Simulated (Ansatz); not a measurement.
This geometry of C$_{2}$H$_{3}$F$_{3}$ (8 atoms, charge 0, multiplicity 1) is a first-order saddle point.

Level of theory: RKS PBE0-D4/def2-mTZVP (Ansatz 0.2.0).

```xyz
8
Properties=species:S:1:pos:R:3
C -0.620 -0.142 0.475
C 0.563 0.111 -0.428
F 1.726 0.110 0.250
F 0.674 -0.823 -1.391
F 0.478 1.301 -1.051
H -0.281 -0.276 1.500
H -1.144 -1.041 0.154
H -1.305 0.702 0.434
```

Q: Which two structures does it join? (They come from a converged band through this point; their orientation in space is the band's.)

A: No bond is made or broken. The dihedral H7–C1–C2–F4 goes from 60 to -60°. The two ends are copies of one structure, up to a mirror image or an exchange of like atoms.

First end point:

```xyz
8
Properties=species:S:1:pos:R:3
C -0.615 -0.141 0.471
C 0.558 0.110 -0.424
F 1.697 -0.383 0.095
F 0.396 -0.460 -1.632
F 0.755 1.424 -0.631
H -0.444 0.334 1.436
H -0.741 -1.214 0.613
H -1.514 0.272 0.017
```

Last end point:

```xyz
8
Properties=species:S:1:pos:R:3
C -0.615 -0.142 0.471
C 0.558 0.110 -0.424
F 1.646 0.484 0.272
F 0.896 -0.987 -1.125
F 0.306 1.085 -1.316
H -0.371 -0.936 1.175
H -1.473 -0.440 -0.130
H -0.855 0.768 1.019
```

Q: How far does it lie above each of them?

A: 0.127 eV above the first and 0.127 eV above the second. This is the barrier of this one path; another mechanism may lie lower.

Run time: 65 s on 2 threads of Arm Neoverse N1, on a shared host, peak memory 0.19 GiB.
